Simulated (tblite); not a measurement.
# BeH5P: the cost of one run

Programs: tblite 0.8.0 and PySCF 2.14.0. All values are calculated, for the isolated system unless a continuum is named. Atoms count from 0, parts from 1.

## Step 1: Starting point

7 atoms, charge 0, multiplicity 1; geometry: rigid parts in contact. Parts: 1 = atoms 0–2, `[BeH2]`, charge 0; 2 = atoms 3–6, `P`, charge 0.

## Step 2: Search for minima with GFN2-xTB

What the job is given:

```
{"job": {"kind": "dock", "xc": "GFN2-xTB", "basis": "xTB"}, "charge": 0, "multiplicity": 1, "parts": [{"atoms": "0-2", "charge": 0, "multiplicity": 1}, {"atoms": "3-6", "charge": 0, "multiplicity": 1}]}
Be    -0.000110    -0.000164     0.000102
H      0.009220     0.049678    -1.278359
H     -0.009110    -0.049514     1.278258
P      1.662313    -2.219666    -0.024925
H      1.088426    -3.409274    -0.448018
H      2.886911    -2.828284     0.205163
H      1.255258    -2.422715     1.285143
```

Method: GFN2-xTB search for minima from random contacts, gas phase.

Command:

```console
> OMP_NUM_THREADS=1 python cluster_run.py task.json out
```

The driver reads the jobs from task.json and runs them one after another.

**Question.** How long does this first job take on 1 thread of Intel Xeon 6975P-C, shared host?

About 1.8 s.
